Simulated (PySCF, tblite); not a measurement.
Dissociation curve of Na2, singlet. Each curve is given relative to its own lowest point near equilibrium.

```json
[
 {"R / Å": "2.49", "A": "0.115", "B": "0.218", "C": "0.358", "D": "0.220"},
 {"R / Å": "2.69", "A": "0.000", "B": "0.078", "C": "0.180", "D": "0.090"},
 {"R / Å": "2.80", "A": "0.003", "B": "0.034", "C": "0.110", "D": "0.044"},
 {"R / Å": "2.91", "A": "0.034", "B": "0.008", "C": "0.058", "D": "0.014"},
 {"R / Å": "2.97", "A": "0.060", "B": "0.001", "C": "0.038", "D": "0.005"},
 {"R / Å": "3.10", "A": "0.128", "B": "0.000", "C": "0.009", "D": "0.000"},
 {"R / Å": "3.19", "A": "0.183", "B": "0.009", "C": "0.000", "D": "0.007"},
 {"R / Å": "3.26", "A": "0.229", "B": "0.021", "C": "0.000", "D": "0.017"},
 {"R / Å": "3.40", "A": "0.325", "B": "0.054", "C": "0.012", "D": "0.049"},
 {"R / Å": "3.52", "A": "0.410", "B": "0.091", "C": "0.035", "D": "0.086"},
 {"R / Å": "3.83", "A": "0.592", "B": "0.207", "C": "0.130", "D": "0.208"},
 {"R / Å": "4.19", "A": "0.803", "B": "0.359", "C": "0.276", "D": "0.372"},
 {"R / Å": "4.62", "A": "1.087", "B": "0.505", "C": "0.464", "D": "0.548"},
 {"R / Å": "5.07", "A": "1.347", "B": "0.603", "C": "0.646", "D": "0.666"},
 {"R / Å": "5.63", "A": "1.604", "B": "0.672", "C": "0.831", "D": "0.745"},
 {"R / Å": "6.26", "A": "1.808", "B": "0.708", "C": "0.983", "D": "0.786"},
 {"R / Å": "6.89", "A": "1.937", "B": "0.724", "C": "1.078", "D": "0.805"},
 {"R / Å": "7.50", "A": "2.017", "B": "0.730", "C": "1.122", "D": "0.815"},
 {"R / Å": "8.47", "A": "2.089", "B": "0.734", "C": "1.110", "D": "0.823"},
 {"R / Å": "9.30", "A": "2.120", "B": "0.735", "C": "1.036", "D": "0.828"}
]
```

Energies in eV.

Task: Which curve belongs to which method? The methods are GFN2-xTB, 300 K electronic temperature (tblite); restricted MP2 (frozen core)/3-21G (PySCF); unrestricted B3LYP/3-21G (PySCF); unrestricted B3LYP/6-31G*, spherical d (PySCF 2.14.0).

Result: A is GFN2-xTB; B is UKS-B3LYP/6-31G*; C is RMP2/3-21G; D is UKS-B3LYP/3-21G.

The restricted form behind RMP2/3-21G keeps the bonding electrons paired and can't separate into open-shell fragments. The unrestricted determinant behind UKS-B3LYP/6-31G* is spin-contaminated at 4.19 to 9.30 Å (<S²> up to 1.0, against 0.00 for a pure singlet). The unrestricted determinant behind UKS-B3LYP/3-21G is spin-contaminated at 4.62 to 9.30 Å (<S²> up to 1.0, against 0.00 for a pure singlet).
